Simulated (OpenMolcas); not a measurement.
AlSiNH8 (SMILES [AlH3-][NH2+][SiH3]): methods side by side

The species is AlSiNH8 (11 atoms), meant as a singlet with charge 0. As SMILES, `[AlH3-][NH2+][SiH3]`. The shape is that of a PBE0-D4/def2-TZVP optimisation.

Each level gives the dipole moment (D). The values are calculated.

| level | kind | program | value (D) | CPU time |
| --- | --- | --- | --- | --- |
| SVWN5/def2-SVP | LDA | OpenMolcas | 4.90 | 28 s |
| PBE/def2-SVP | GGA | OpenMolcas | 4.89 | 40 s |
| revPBE/def2-SVP | GGA | OpenMolcas | 4.89 | 41 s |
| M06-L/def2-SVP | meta-GGA | OpenMolcas | 4.95 | 48 s |
| TPSS/def2-SVP | meta-GGA | OpenMolcas | 4.95 | 51 s |
| B3LYP/def2-SVP | global hybrid | OpenMolcas | 4.96 | 38 s |
| BHLYP/def2-SVP | global hybrid | OpenMolcas | 5.03 | 35 s |
| PBE0/def2-SVP | global hybrid | OpenMolcas | 4.97 | 36 s |

The values span 4.89 to 5.03 D. Magnitudes only. CPU times are rough (shared hosts, several kinds of processor): they show what a rung costs within a factor of a few.
